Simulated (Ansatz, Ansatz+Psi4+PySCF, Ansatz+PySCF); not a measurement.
| atom | x (Å) | y (Å) | z (Å) |
| --- | --- | --- | --- |
| C | 0.0000 | 0.7012 | -0.0989 |
| Cl | -1.5275 | -0.1842 | 0.0109 |
| Cl | 1.5275 | -0.1842 | 0.0109 |
| H | 0.0000 | 1.7170 | 0.2664 |

Basis set: cc-pVTZ on H, C; cc-pV(T+d)Z on Cl (spherical functions). Frozen core: 11 orbitals. Correlation on ROHF uses semicanonical orbitals with singles. Charge 0, multiplicity 2.

Computed with Ansatz (development build ahead of 0.2.0); each method stands on the lowest determinant of its kind that the runs found.

The atomization energy at this shape (free ground-state atoms in the same class of orbitals less the molecule, no zero-point energy) of doublet CHCl2:

| method | atomization energy |
| --- | --- |
| ROHF-MP2 | 11.38 eV |
| UHF-MP2 | 11.40 eV |

Q: What does ROHF-CCSD(T) give?

A: 11.03 eV.
